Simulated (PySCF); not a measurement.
One reaction down a group: C, Si, Ge

The same gas-phase reaction for C, Si, Ge:
- 3 CH3Cl → 2 CH3 + CH2Cl2 + HCl
- 3 SiH3Cl → 2 SiH3 + SiH2Cl2 + HCl
- 3 GeH3Cl → 2 GeH3 + GeH2Cl2 + HCl

Computed with PySCF (xtb for GFN2) and rigid-rotor harmonic-oscillator thermochemistry at 1 bar. † marks an energy on the PBE0/def2-TZVP geometry and frequencies; other levels use their own. Open shells (unrestricted): CH3 (multiplicity 2), SiH3 (multiplicity 2), GeH3 (multiplicity 2); the rest are closed-shell singlets. GFN2 has no spin-polarisation term. Ge: all electrons, no relativistic terms. GeH3: computed as isolated molecules; such fragments, hydroxides, amides, oligomers or adducts are transient or little studied in the gas. The harmonic model lacks anharmonicity and excited electronic states, which grow with temperature; levels with a mode under 35 cm⁻¹ are left out.

ΔH°(298 K) in kJ, by level:

| level | C | Si | Ge |
|---|---|---|---|
| ωB97M-V/def2-TZVP† | 359.8 | 411.6 | 328.4 |
| PBE0/def2-QZVP† | 347.5 | 378.1 | 315.1 |
| M06-2X/def2-TZVP† | 364.7 | 395.4 | 315.6 |
| ωB97X-V/def2-TZVP† | 364.7 | 412.7 | 344.9 |
| GFN2-xTB | 505.5 | 496.6 | 405.9 |
| PBE/def2-SVP | 362.3 | 367.4 | 316.3 |
| PBE/def2-TZVP† | 354.8 | 371.6 | 313.5 |

At ωB97M-V/def2-TZVP†, ΔH° is not monotonic: it is lowest for Ge and highest for Si, over a range of 83.2 kJ; the steps are +51.8, -83.2 kJ. 6 of the 7 levels shown give the same order; GFN2-xTB orders the members differently. The levels scatter most for C (158.0 kJ between the highest and the lowest) and least for Ge (92.4 kJ). ΔS°(298 K) runs from 143.8 to 155.5 J/K, so TΔS° at 298 K spreads over 3.5 kJ among the members, against 83.2 kJ for ΔH°.

Free energies at ωB97M-V/def2-TZVP†:

| member | ΔS°(298 K), J/K | ΔG°(298 K), kJ | ΔG°(2500 K), kJ | ΔG° changes sign |
|---|---|---|---|---|
| C | 143.8 | 317 | -43 | 2000 to 2500 K |
| Si | 155.5 | 365 | 23 | none from 298 to 2500 K |
| Ge | 155.4 | 282 | -54 | 2000 to 2500 K |

The NASA 1993 table, where it holds all species, gives ΔH°(298 K) = 352 kJ for C, 431 kJ for Si; its entries are part measured, part old estimates, and weren't checked at source. After a fit of one offset per element over all species, the range-separated, M06-2X, PBE0/def2-QZVP and CCSD(T)/def2-TZVPP enthalpies, where run, lie to one side of the table for SiH3 (-20 kJ/mol): a fault of the table's entry, another state or a shared error of the levels is possible; this was not checked at source.
